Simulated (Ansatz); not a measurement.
A nudged elastic band was laid between two geometries of H3Si2 (5 atoms, charge -1, multiplicity 1).

Level of theory: RHF/def2-TZVP in Ansatz.

```yaml
movable_images: 9
climbing_image: from the first iteration
spring: 5.0 eV/Å²
optimiser: lbfgs
start_path: through a guess of the saddle point
force_threshold: 0.03 eV/Å
iteration_limit: 60
end_points: relaxed
```

Initial state:

```xyz
5
Properties=species:S:1:pos:R:3
Si -1.439 0.868 -0.066
Si 0.579 0.053 0.164
H -1.993 -0.431 -0.652
H 1.113 -1.303 -0.166
H 1.740 0.813 0.720
```

Final state:

```xyz
5
Properties=species:S:1:pos:R:3
Si -1.213 1.659 -0.985
Si 0.102 -0.026 0.013
H -0.907 -0.958 0.628
H 0.973 -0.945 -0.807
H 1.045 0.270 1.152
```

Task: Which bonds break or form, and what moves?

Result: Bonds broken: Si1–H3. Bonds formed: Si2–H3.

Task: Give the energies along the band, and the barrier.

Result: The forces met the threshold. The highest image is number 4 of 0 to 10, 1.35 eV above the first end and 0.44 eV above the last; the last end lies 0.91 eV above the first. Another band between the same ends (9 images) ends at a top of the same energy, where a vibrational analysis finds 1 clearly imaginary mode. The orbitals stay closed-shell, which can raise the energy where a bond breaks towards radicals; this wasn't checked here. Limits of this set-up: an anion without diffuse functions, the dipole of an ion depends on the origin.

```csv
image,path coordinate (Å),energy (eV),Si1–H3 (Å),Si2–H3 (Å)
0,0.00,0.00,1.53,2.74
1,0.40,0.11,1.53,2.48
2,0.80,0.51,1.53,2.18
3,1.21,1.08,1.59,1.89
4,1.61,1.35,1.77,1.65
5,1.82,1.30,1.91,1.59
6,2.02,1.22,2.11,1.55
7,2.23,1.12,2.35,1.53
8,2.44,1.02,2.61,1.51
9,2.66,0.94,2.85,1.51
10,2.87,0.91,3.09,1.51
```

Task: What is the geometry of the highest image?

Result: 
```xyz
5
Properties=species:S:1:pos:R:3
Si -1.477 1.061 -0.750
Si 0.377 0.126 -0.057
H -1.159 -0.464 0.087
H 0.971 -1.225 -0.372
H 1.289 0.502 1.092
```

The run took 2.1 min on 1 thread of Intel(R) Xeon(R) Platinum 8488C (Sapphire Rapids) (shared host), peak memory 0.19 GiB.
